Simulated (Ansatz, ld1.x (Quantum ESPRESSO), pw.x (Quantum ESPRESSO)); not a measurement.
From atom to crystal: TM potential for lithium

```
Element                 : lithium (Li)
Generator               : ld1.x (Quantum ESPRESSO) 7.5
Type                    : norm-conserving Troullier–Martins (Kleinman–Bylander form)
Functional              : LDA (PW92)
Relativity              : scalar-relativistic
Frozen core             : [He]
Valence charge          : 1
Reference configuration : 2s1 2p0
Partial waves           : 2p (bound, empty): rc 4.20 bohr; 3d channel at -0.05 Ry: rc 3.90 bohr; 2s (bound): rc 2.25 bohr
Local potential         : the s channel
Core correction         : a·sin(br)/r model core inside 1.15 bohr
```

Atomic tests: cutoffs needed: 6 Ry and 6 Ry (the cutoffs (Ry, on a coarse ladder) from which the occupation-weighted sum of valence levels, in a spherical-Bessel basis at the reference potential, stays within 10 and 1 mRy of its value at 400 Ry); ghost test: no extra level below or beside the all-electron valence levels (p, d, s, f tested) (spherical-Bessel basis up to 400 Ry, 20 bohr box); largest excitation error: -4.7 meV (all-electron minus pseudo) for 2s0 2p1, out of 2 test configurations.

Crystal test: diamond Li in pw.x 7.5, no spin, 8³ k-points, Fermi–Dirac smearing 0.01 Ry, cutoffs 50/200 Ry. The reference is all-electron LAPW (Ansatz 0.2.0) with the same functional, mesh and smearing; V0 and B0 come from Birch–Murnaghan fits to the pressures at five volumes. Errors are pseudo minus all-electron; Δ is the rms difference of the E(V) curves that follow from these fits, minima aligned, over ±6 % about the mean V0. Mesh and smearing are coarse, so the numbers serve the comparison and aren't converged zero-temperature values; the lattice is a test structure that the element need not adopt.

| V (Å³/atom) | P all-electron (GPa) | P pseudo (GPa) |
| --- | --- | --- |
| 22.439 | 0.31 | -0.05 |
| 23.029 | 0.14 | -0.19 |
| 23.620 | -0.01 | -0.32 |
| 24.210 | -0.15 | -0.43 |
| 24.801 | -0.27 | -0.53 |

All-electron: a0 = 5.734 Å (V0 = 23.57 Å³/atom), B0 = 5.8 GPa.

Pseudopotential: mean pressure error (GPa): -0.31. The pressure does not cross zero within the volumes sampled, so no fit is given. The largest radius (4.20 bohr) exceeds half the bond length (2.35 bohr), so the spheres overlap, which is one possible source of error among others. This is a poor potential for the solid.

**Question.** At the middle volume, how do free energy and pressure move when the wave cutoff is lowered (ecutrho kept at four times it)?

**Answer.**

| cutoff (Ry) | shift of F (meV/atom) | shift of P (GPa) |
| --- | --- | --- |
| 22 | +0.2 | +0.00 |
| 30 | +0.0 | -0.00 |
| 40 | +0.0 | -0.00 |

The run at the middle volume (29 k-points, 5 iterations) took about 4.6 s on one core of a shared host (Neoverse-V1, 32 threads, 247 GiB, load 26).
